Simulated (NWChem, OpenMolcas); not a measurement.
# C6H6 (fulvene): methods side by side

C6H6: 12 atoms, total charge 0, spin state singlet. As SMILES, `C=C1C=CC=C1`. The shape is that of a PBE0-D4/def2-TZVP optimisation.

```xyz
12

C    -0.8181   -1.5976    0.9066
C    -0.2699   -0.5378    0.3055
C     0.6529    0.4304    0.9026
C     0.9648    1.3375   -0.0417
C     0.2615    0.9974   -1.2827
C    -0.4716   -0.1134   -1.0817
H    -1.4934   -2.2598    0.3765
H    -0.6054   -1.8302    1.9441
H     1.0024    0.3946    1.9244
H     1.6249    2.1863    0.0766
H     0.3332    1.5616   -2.2029
H    -1.1044   -0.6242   -1.7933
```

Each level gives the dipole moment (D). The values are calculated.

**The experiment to reproduce.** NIST CCCBDB gives the dipole moment of the gas as 0.42 D.

```json
{"level": "SVWN5/def2-SVP", "kind": "LDA", "program": "NWChem", "value (D)": "0.65", "computed − measured": "+0.23", "CPU time": "20 s"}
{"level": "PBE/def2-SVP", "kind": "GGA", "program": "NWChem", "value (D)": "0.64", "computed − measured": "+0.22", "CPU time": "30 s"}
{"level": "M06-L/def2-SVP", "kind": "meta-GGA", "program": "NWChem", "value (D)": "0.64", "computed − measured": "+0.22", "CPU time": "54 s"}
{"level": "r2SCAN/def2-SVP", "kind": "meta-GGA", "program": "OpenMolcas", "value (D)": "0.67", "computed − measured": "+0.25", "CPU time": "93 s"}
{"level": "B3LYP/def2-SVP", "kind": "global hybrid", "program": "OpenMolcas", "value (D)": "0.62", "computed − measured": "+0.20", "CPU time": "66 s"}
{"level": "BHLYP/def2-SVP", "kind": "global hybrid", "program": "OpenMolcas", "value (D)": "0.63", "computed − measured": "+0.21", "CPU time": "61 s"}
{"level": "M06-2X/def2-SVP", "kind": "hybrid meta-GGA", "program": "OpenMolcas", "value (D)": "0.66", "computed − measured": "+0.24", "CPU time": "90 s"}
{"level": "PBE0/def2-SVP", "kind": "global hybrid", "program": "OpenMolcas", "value (D)": "0.66", "computed − measured": "+0.24", "CPU time": "61 s"}
```

Nearest: B3LYP/def2-SVP (+0.20 D); farthest: r2SCAN/def2-SVP (+0.25 D). The measured dipole is a vibrational average, so differences of a few hundredths of a debye mean little. Computed less measured by kind, in D (def2-SVP rows): LDA +0.23; GGA +0.22; meta-GGA +0.22 to +0.25; global hybrid +0.20 to +0.24. Magnitudes only: a small dipole may point the other way at some levels. CPU times are rough (shared hosts, several kinds of processor): they show what a rung costs within a factor of a few.
